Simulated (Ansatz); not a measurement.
**How methods differ on [P2H3]− (SMILES [PH-]P)**

[P2H3]−: 5 atoms, total charge -1, spin state singlet. SMILES: `[PH-]P`. The coordinates come from a GFN2-xTB relaxation. This is one conformer, not always the lowest.

```tsv
atom	x (Å)	y (Å)	z (Å)
P	0.7902	-1.1094	0.1438
P	-0.4775	0.5463	0.0761
H	0.2795	-1.4626	1.3644
H	-0.9839	0.4702	-1.2282
H	0.3917	1.5555	-0.3561
```

Each level gives the energy change with the P1–H3 bond stretched from 1.369 to 2.054 Å (eV). The values are calculated.

```json
{"level": "HF/STO-3G (restricted)", "kind": "Hartree–Fock", "program": "Ansatz", "value (eV)": "2.69", "less FCI/STO-3G": "+0.73"}
{"level": "SVWN5/STO-3G (restricted)", "kind": "LDA", "program": "Ansatz", "value (eV)": "1.94", "less FCI/STO-3G": "-0.02"}
{"level": "BLYP/STO-3G (restricted)", "kind": "GGA", "program": "Ansatz", "value (eV)": "1.63", "less FCI/STO-3G": "-0.33"}
{"level": "revPBE/STO-3G (restricted)", "kind": "GGA", "program": "Ansatz", "value (eV)": "1.71", "less FCI/STO-3G": "-0.25"}
{"level": "B2PLYP/STO-3G (restricted)", "kind": "double hybrid", "program": "Ansatz", "value (eV)": "2.08", "less FCI/STO-3G": "+0.12"}
{"level": "RPA@PBE/STO-3G (restricted)", "kind": "RPA", "program": "Ansatz", "value (eV)": "1.72", "less FCI/STO-3G": "-0.24"}
{"level": "CCSD(T)/STO-3G (restricted)", "kind": "coupled cluster or CI", "program": "Ansatz", "value (eV)": "1.96", "less FCI/STO-3G": "0.00"}
{"level": "CCSDTQ/STO-3G (restricted)", "kind": "coupled cluster or CI", "program": "Ansatz", "value (eV)": "1.96", "less FCI/STO-3G": "0.00"}
{"level": "FCI/STO-3G", "kind": "exact in the basis", "program": "Ansatz", "value (eV)": "1.96", "less FCI/STO-3G": "0.00"}
```

FCI/STO-3G is exact within its basis and frozen core, so for wave-function methods in that basis the difference is their error; functionals converge differently with the basis, so for them it is only a difference. Spin-restricted single references rise too steeply as a bond breaks, Hartree–Fock most of all. Sets without diffuse functions describe the anion poorly. The first shape isn't each level's own minimum. The values span 1.63 to 2.69 eV. All rows use very small basis sets, so even the best lies far from the true value.
